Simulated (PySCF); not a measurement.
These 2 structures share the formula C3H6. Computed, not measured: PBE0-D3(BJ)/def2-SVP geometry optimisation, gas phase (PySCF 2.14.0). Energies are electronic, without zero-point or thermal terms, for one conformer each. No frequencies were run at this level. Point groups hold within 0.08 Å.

Question: Rank from lowest to highest electronic energy at this level (kcal/mol).
A. `C=CC`
B. cyclopropane, `C1CC1`

Answer: A (0.0), B (2.6).

As drawn, the lower has a C=C bond outside aromatic rings, which the higher lacks; the higher has a three-membered ring, which the lower lacks.

```csv
SMILES,E (Eh),E rel (kcal/mol),dipole (D),point group,"A, B, C (MHz)"
C=CC,-117.67320,0.0,0.42,Cs,"46724, 9279, 8133"
C1CC1,-117.66911,2.6,0.00,D3h,"20193, 20192, 12667"
```

How do the relative energies change in single points at B3LYP/pcSseg-2 (no added dispersion term) on the same geometries?

```tsv
SMILES	PBE0-D3(BJ)/def2-SVP (kcal/mol)	B3LYP/pcSseg-2 (kcal/mol)	shift
C=CC	0.0	0.0	0.0
C1CC1	2.6	9.1	+6.5
```

Each column counts from its own lowest isomer. The order is unchanged; the largest shift is 6.5 kcal/mol.

As an exercise, what shares would exp(−E/RT) give at 500 K from these electronic energies alone (no entropy, no degeneracies)?

RT = 0.994 kcal/mol: C=CC 92.9 %, C1CC1 7.1 %.
